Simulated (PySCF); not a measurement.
Isomers of [C4H6O2]+ (charge +1 and doublet state), one GFN2-xTB conformer each. Single-point energies are computed at B3LYP/pcH-1 (PySCF, gas phase, no added dispersion term), electronic only. GFN2-xTB treats the open shell by occupation alone, and not every SCF solution was tested for stability.

```csv
SMILES,GFN2-xTB relative energy (kJ/mol)
[O+]=C1CCOC1,0.0
CC(=[O+])[C@H]1CO1,103.0
```

Conformers: `[O+:1]=[C:2]1[CH2:3][CH2:4][O:5][CH2:6]1` (charge +1 and doublet state) with O1–C2–C3–C4 164°, C2–C3–C4–O5 6°, C3–C4–O5–C6 10°, C4–O5–C6–C2 -22°; `[CH3:1][C:2](=[O+:3])[C@H:4]1[CH2:5][O:6]1` (charge +1 and doublet state) with C1–C2–C4–C5 180°.

Task: What does B3LYP/pcH-1 give for the same structures?

Result: 
```json
{"SMILES": "[O+]=C1CCOC1", "B3LYP/pcH-1 E (Eh)": "-306.13824", "B3LYP/pcH-1 (kJ/mol)": "0.0", "GFN2-xTB (kJ/mol)": "0.0", "point group": "C1"}
{"SMILES": "CC(=[O+])[C@H]1CO1", "B3LYP/pcH-1 E (Eh)": "-306.10303", "B3LYP/pcH-1 (kJ/mol)": "92.4", "GFN2-xTB (kJ/mol)": "103.0", "point group": "C1"}
```

Both levels put the same isomer lowest. As drawn, the higher has a three-membered ring, which the lower lacks.
